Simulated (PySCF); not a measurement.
Species: trans-2,3-dimethylthiirane, C4H8S.
SMILES with atom numbers: `[CH3:1][C@@H:2]1[S:3][C@H:4]1[CH3:5]` (hydrogens: H6, H7, H8 on C1; H9 on C2; H10 on C4; H11, H12, H13 on C5)

The geometry is computed with GFN2-xTB (gas phase).

(1) List the bond lengths, angles and torsions at this level.

## Answers

(1) 
| bond | length (bohr) | order |
| --- | --- | --- |
| C1–C2, C4–C5 | 2.841 | single |
| C2–S3, S3–C4 | 3.426 | single |
| C2–C4 | 2.803 | single |
| C1–H6 and 5 like bonds | 2.057 | single |
| C2–H9, C4–H10 | 2.053 | single |

Bonds in one row agree within 0.02 bohr and their mean is given. Orders are formal, as drawn. A selection of angles:
| angle | degrees |
| --- | --- |
| C2–C1–H6 | 109.6 |
| C2–C1–H7 | 110.6 |
| H6–C1–H7 | 108.9 |
| C1–C2–S3 | 118.0 |
| C1–C2–C4 | 120.9 |
| C1–C2–H9 | 114.5 |
| S3–C2–C4 | 65.8 |
| S3–C2–H9 | 112.4 |
| C4–C2–H9 | 116.3 |
| C2–S3–C4 | 48.3 |

Torsions: C1–C2–S3–C4 -114° (anticlinal); C2–S3–C4–C5 -114° (anticlinal); C1–C2–C4–S3 109° (anticlinal).

The C–C distances run from 1.483 Å (C2–C4, drawn single) to 1.503 Å (C4–C5, drawn single), a spread of 0.020 Å. The 3-membered ring C2–S3–C4 has internal angles of 48.3° to 65.9°. Of the pairs four or more bonds apart, H9···H11 is among the closest relative to their van der Waals radii: 2.51 Å, 105 % of the sum of Bondi's values.

Point group: C2 (every atom within 0.08 Å of its image). GFN2-xTB frequencies: not computed here.
